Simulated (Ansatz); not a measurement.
## Scan of Al$_{2}$H, quartet

Starting geometry (PBE0/def2-TZVP stationary point for this spin, not checked as a minimum):

```xyz
3

Al    0.0000    0.0000    0.2591
Al    0.0000    0.0000   -2.1014
H     0.0000    0.0000    1.8423
```

From there all distances are scaled together; atoms are numbered as listed. Energies are in kJ/mol, counted from the starting geometry at the same level.

Basis 6-31G; Ansatz 0.2.0. Correlated methods freeze the noble-gas cores. Prefix R: restricted or restricted open-shell reference; prefix U: unrestricted.

Unrestricted rows (U) aren't spin-pure: their determinants' ⟨S²⟩ exceeds S(S+1) by up to 0.14, so they mix in states of higher spin. Coupled cluster chose its determinant by trial CCSD, here up to 0.59 eV above the lowest Hartree–Fock solution of its kind. A value is left out where its run failed or describes another state than the reference as far as symmetry and spin tell, or, spin-broken singlets apart, can't be checked. The reference follows the lowest state, whose symmetry changes from Σ⁻ or Δ to Π between 1.518 and 1.769.

Full CI is exact within this basis and frozen core; it isn't the basis-set limit. The frozen core follows each run's orbitals, which can shift R against U totals by a few meV.

| scale of all distances | full CI | unpaired electrons (full CI) | error UHF | error UCCSD(T) | error UCCSDT | error RCCSDT(Q) | error UCCSDT(Q) | error UCCSDTQ |
| --- | --- | --- | --- | --- | --- | --- | --- | --- |
| 0.880 | 123.4 | 3.03 | -22.4 | -1.0 | -0.4 | -0.1 | -0.1 | 0.0 |
| 1.000 | 0.0 | 3.04 | 0.0 | 0.0 | 0.0 | 0.0 | 0.0 | 0.0 |
| 1.137 | 22.0 | 3.08 | 34.9 | 1.9 | 0.8 | 0.3 | 0.3 | 0.1 |
| 1.313 | 116.8 | 3.17 | – | 4.3 | 1.3 | 0.5 | 0.5 | 0.1 |
| 1.518 | 196.2 | 3.24 | 7.6 | 7.0 | 0.4* | 0.2* | -0.1* | 0.0* |
| 1.769 | 223.3 | 3.13 | -17.5 | -0.5 | -0.6 | -0.2 | -0.2 | 0.0 |
| 1.973 | 231.1 | 3.14 | -23.7 | -0.7 | -0.6 | -0.2 | -0.2 | 0.0 |
| 2.425 | 240.7 | 3.15 | -29.6 | -1.8 | -0.6 | -0.2 | -0.2 | 0.0 |

An asterisk marks runs whose energy the program itself flagged as in doubt.

Unpaired electrons are Σ n²(2−n)² over natural occupations. Errors are those of relative energies. In total energy the starting point itself misses full CI by: UHF 185.8, UCCSD(T) 2.8, UCCSDT 0.8, RCCSDT(Q) 0.3, UCCSDT(Q) 0.2, UCCSDTQ 0.0 kJ/mol.

Spread of the error over the points with a reference, to 2.425 (largest less smallest): UCCSDTQ 0.2, RCCSDT(Q) 0.7, UCCSDT(Q) 0.7, UCCSDT 1.9, UCCSD(T) 8.8, UHF 64.5 (7 of 8 points) kJ/mol.

Going outwards, the relative energy of UCCSD(T) first misses by more than 4.2 kJ/mol (1 kcal/mol) at 1.313.
